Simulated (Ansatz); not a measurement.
Electronic dielectric constant ε∞ along a series of related solids, from r²SCAN (Ansatz, a program for electronic structure, plane waves, PAW).

```
solid                               r²SCAN  measured
----------------------------------  ------  --------
zinc-blende GaN (metastable phase)    5.50      5.3‡
zinc-blende GaP                       9.36     9.11‡
zinc-blende GaAs                      11.6     10.9‡
zinc-blende GaSb                      15.6     14.4‡
```

r²SCAN less measured, from the printed values: zinc-blende GaN (metastable phase) +3.8 %, zinc-blende GaP +2.7 %, zinc-blende GaAs +6.4 %, zinc-blende GaSb +8.3 %.

Members of the series are missing where a level wasn't run or failed, where a doubt is noted on the run or the magnetic state, for phases of high temperature or layered ones, and where values are held back for tests.

Spin–orbit coupling is left out, also for the solids with elements from indium on (zinc-blende GaSb); its size isn't shown.

Each level is taken at its own relaxed cell. Ansatz's density-functional and Hartree–Fock values are scalar-relativistic unless marked +SOC, with PAW data made under PBE.

Measured values are for low temperature or corrected to a static lattice; ‡ marks uncorrected values at room or unstated temperature. References as tabulated in Skelton et al. (2020), arXiv:2005.00277; Skone et al. (2014), arXiv:1501.03184; Rakita et al. (2019), arXiv:1907.03971.
